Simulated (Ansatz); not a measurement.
**Lithium, bcc: convergence with the k-point mesh**

Computed with Ansatz, LDA, scalar-relativistic PAW, on the relaxed cell (a = 3.363 Å; spin not included). Errors count from a run at 420 eV on a Γ-centred 22×22×22 mesh with Fermi-Dirac smearing of 0.1 eV, extrapolated to zero width. Fixed here: cutoff 420 eV, Fermi-Dirac width 0.1 eV. The SCF starts from atomic densities corrected by a trained network.

| k-mesh | E(σ→0) error (meV/atom) | P (GPa) | SCF iterations |
| --- | --- | --- | --- |
| 2×2×2 | 603.3 | -0.46 | 6 |
| 3×3×3 | -172.9 | -0.69 | 6 |
| 5×5×5 | -4.8 | -0.04 | 6 |
| 6×6×6 | 31.2 | 0.13 | 6 |
| 8×8×8 | 9.8 | 0.03 | 6 |
| 11×11×11 | -3.5 | -0.02 | 6 |
| 14×14×14 | 1.2 | 0.02 | 6 |
| 19×19×19 | 0.6 | 0.01 | 6 |

Within 5 meV/atom of the last row: from 11×11×11 on.
